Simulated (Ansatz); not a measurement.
The cluster Li2H2⁺, relaxed as a doublet with UKS PBE-D4/def2-TZVP in Ansatz, starting from the GFN2-xTB geometry. Force threshold 0.02 eV/Å.

In the doublet, H3 and H4 lie 1.29 Å apart (atoms count from 1), so these atoms are partly bonded to each other. The structure comes from a short search, and lower isomers may exist.

Start:

Cartesian coordinates in Å:
```
Li -0.006 1.184 0.837
Li 0.045 -1.164 -0.857
H 1.047 -0.112 0.162
H -1.086 0.091 -0.142
```

| step | energy (eV) | largest force component (eV/Å) | SCF passes |
| --- | --- | --- | --- |
| 1 | -432.6530 | 0.492 | 22 |
| 2 | -432.8680 | 0.433 | 24 |
| 3 | -432.9734 | 0.142 | 22 |
| 4 | -432.9816 | 0.019 | 21 |

Force components are those of the run's own axes.

End:

Cartesian coordinates in Å:
```
Li -0.020 1.324 0.950
Li 0.027 -1.317 -0.958
H 0.630 -0.059 0.098
H -0.637 0.053 -0.090
```

By distances, no bond broke or formed. The bond that changes most is Li2–H4, from 1.83 to 1.75 Å (atoms count from 1). A close non-bonded pair moves further: H3–H4, from 2.16 to 1.29 Å.

No frequencies were taken in this run, so the end may be a saddle point.

Hardware: 4 threads of Arm Neoverse V1 on a shared host. Wall time 1.4 s.
